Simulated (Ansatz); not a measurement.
C6H10: which of these isomers lies lowest?

2 of its isomers, all singlets with charge 0: A = bicyclopropyl `C1CC1C1CC1`; B = 3-methylcyclopentene `CC1C=CCC1`.

Shapes, held fixed at every level: PBE0-D4/def2-TZVP. Flexible molecules stand in one conformer, not always the lowest. Programs: Ansatz 0.2.0.

Electronic energies in kJ/mol, without zero-point or thermal terms.

Q: Which isomer should be the most stable, and roughly by how much?

A: B < A in rising energy, over a span of 132 kJ/mol, by CCSD(T)/CBS estimate. All levels agree on that. The B − A difference spans -131.5 to -107.8 kJ/mol over the levels. The CBS estimate extrapolates MP2 from def2-TZVPP and def2-QZVPP and adds CCSD(T) − MP2 in the triple-zeta set, cores frozen.

```csv
level,kind,B − A
SPW92/def2-TZVPP,LDA,-107.8
PBE-D4/def2-TZVPP,GGA,-112.9
r2SCAN-D4/def2-TZVPP,meta-GGA,-114.0
PBE0-D4/def2-TZVPP,global hybrid,-111.4
MP2/def2-TZVPP,perturbation theory,-119.9
CCSD/def2-SVP,coupled cluster or CI,-123.5
CCSD/def2-TZVPP,coupled cluster or CI,-127.6
CCSD(T)/CBS estimate,coupled cluster or CI,-131.5
```
